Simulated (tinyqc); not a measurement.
Inside a calculation. Method: CCD on RHF in the sto-6g basis, frozen core, for BH2+, spin multiplicity 1. One step of it, computed by the program tinyqc.

Problem. Iteration 1: diagonalisation and new density. Diagonalise F' = X^T F X, C = X C', fill 3 alpha and 3 beta electrons from the bottom; D = 2 C_occ C_occ^T. Each column has its largest component positive (the first on a tie).

Fock matrix F (hartree), lower triangle:
```
            1B 1s      1B 2s     1B 2px     1B 2py     1B 2pz      2H 1s      3H 1s
1B 1s   -7.991676
1B 2s   -2.240557  -1.317957
1B 2px   0.000000   0.000000  -0.133714
1B 2py   0.000000   0.000000   0.000000  -0.630236
1B 2pz   0.021676  -0.113268   0.000000   0.000000  -0.204162
2H 1s   -0.434328  -0.620455   0.000000  -0.484209  -0.187314  -0.617450
3H 1s   -0.434328  -0.620455   0.000000   0.484209  -0.187314  -0.106010  -0.617450
```

X:
```
                1          2          3         4          5          6         7
1B 1s   -0.357272   0.000000   0.773824  0.000000  -0.553969   0.000000  0.231688
1B 2s    1.130154   0.000000  -0.247575  0.000000  -0.210396   0.000000  0.492940
1B 2px   0.000000   0.000000   0.000000  1.000000   0.000000   0.000000  0.000000
1B 2py   0.000000   1.103848   0.000000  0.000000   0.000000   0.580688  0.000000
1B 2pz   0.383497   0.000000   0.612015  0.000000   0.728672   0.000000  0.159884
2H 1s   -0.745157  -0.818783  -0.215765  0.000000   0.160759   0.391430  0.359413
3H 1s   -0.745157   0.818783  -0.215765  0.000000   0.160759  -0.391430  0.359413
```

Give: F' = X^T F X; orbital energies; coefficients C; D after iteration 1.

Solution.

F' = X^T F X (hartree), lower triangle:
```
         1        2        3        4        5        6        7
1   0.0100
2   0.0000   0.2969
3   0.7835   0.0000  -3.8403
4   0.0000   0.0000   0.0000  -0.1337
5  -0.5605   0.0000   3.2169   0.0000  -3.0108
6   0.0000  -0.0341   0.0000   0.0000   0.0000  -0.8095
7   0.2753   0.0000  -1.9550   0.0000   1.7693   0.0000  -2.0968
```

orbital energies (hartree): MO1 -7.9942, MO2 -0.9169, MO3 -0.8105, MO4 -0.2027, MO5 -0.1337, MO6 0.1758, MO7 0.2979

coefficients C:
```
            MO1      MO2      MO3      MO4     MO5      MO6      MO7
1B 1s    0.9946  -0.2181   0.0000   0.1312  0.0000  -0.1819   0.0000
1B 2s    0.0214   0.6475   0.0000  -0.5374  0.0000   0.9578   0.0000
1B 2px   0.0000   0.0000   0.0000   0.0000  1.0000   0.0000   0.0000
1B 2py   0.0000   0.0000   0.6144   0.0000  0.0000   0.0000   1.0854
1B 2pz  -0.0013   0.1461   0.0000   0.8418  0.0000   0.5901   0.0000
2H 1s   -0.0040   0.3260   0.3660   0.2019  0.0000  -0.7809  -0.8305
3H 1s   -0.0040   0.3260  -0.3660   0.2019  0.0000  -0.7809   0.8305
```

D after iteration 1, lower triangle:
```
          1B 1s   1B 2s  1B 2px   1B 2py  1B 2pz    2H 1s   3H 1s
1B 1s    2.0734
1B 2s   -0.2398  0.8394
1B 2px   0.0000  0.0000  0.0000
1B 2py   0.0000  0.0000  0.0000   0.7550
1B 2pz  -0.0664  0.1892  0.0000   0.0000  0.0427
2H 1s   -0.1501  0.4220  0.0000   0.4498  0.0953   0.4805
3H 1s   -0.1501  0.4220  0.0000  -0.4498  0.0953  -0.0553  0.4805
```
